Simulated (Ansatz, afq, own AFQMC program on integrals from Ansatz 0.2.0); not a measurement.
**Atomization energy of CH$_{3}$N, singlet**

```xyz
5

N     0.0000    0.0582    0.5542
C     0.0000   -0.1584   -0.7297
H     0.0000    0.9667    1.0152
H     0.0000   -0.7270    1.1922
H     0.0000    0.8384   -1.2134
```

Connectivity, by distances: NH2–CH.

Atoms in their ground-state spins without spin–orbit coupling (mostly on UHF) minus the molecule (RHF), without zero-point energy. The geometry is a stationary point, not shown to be a minimum.

Basis cc-pVTZ. Only valence electrons are correlated. Integrals, coupled cluster, full CI and functionals: Ansatz 0.2.0; the random walks run on the same integrals in our own AFQMC program. The CISD trial takes its coefficients from CCSD amplitudes. Released means that phaseless walkers are propagated on without the constraint, phases kept. Error bars are statistical, one sigma. The errors of all members are added in quadrature.

No full CI on the walks' own integrals is used here; CCSDT(Q) serves as the reference and is uncertain by about the last step of the cluster series. Each member takes its own surest rung, up to full CI.

Errors are counted within cc-pVTZ, not against nature.

Cautions: other spins of the molecule weren't checked.

Reference (CCSDT(Q)): 1630.2 kJ/mol.

```json
{"level": "HF", "atomization energy (kJ/mol)": "1119.8", "error against CCSDT(Q) (kJ/mol)": "-510.4"}
{"level": "MP2", "atomization energy (kJ/mol)": "1637.3", "error against CCSDT(Q) (kJ/mol)": "7.2"}
{"level": "CCSD", "atomization energy (kJ/mol)": "1599.8", "error against CCSDT(Q) (kJ/mol)": "-30.4"}
{"level": "CCSD(T)", "atomization energy (kJ/mol)": "1629.1", "error against CCSDT(Q) (kJ/mol)": "-1.0"}
{"level": "CCSDT", "atomization energy (kJ/mol)": "1628.4", "error against CCSDT(Q) (kJ/mol)": "-1.8"}
{"level": "ph-AFQMC/HF", "atomization energy (kJ/mol)": "1646.3 ± 3.8", "error against CCSDT(Q) (kJ/mol)": "16.1 ± 3.8"}
{"level": "ph-AFQMC/CISD", "atomization energy (kJ/mol)": "1630.9 ± 0.5", "error against CCSDT(Q) (kJ/mol)": "0.7 ± 0.5"}
{"level": "released AFQMC", "atomization energy (kJ/mol)": "1631.1 ± 0.8", "error against CCSDT(Q) (kJ/mol)": "0.9 ± 0.8"}
```

Correlation beyond CCSD(T) adds 1.0 kJ/mol. The perturbative (T) step is worth +29.3 kJ/mol.

A walk keeps the symmetry of its determinant, which the program's search chose and which needn't be the lowest solution, so a lower state of the same spin and another symmetry isn't excluded. Released energies are given only where the last usable release times agree within the noise; a slower fall can still hide under it.
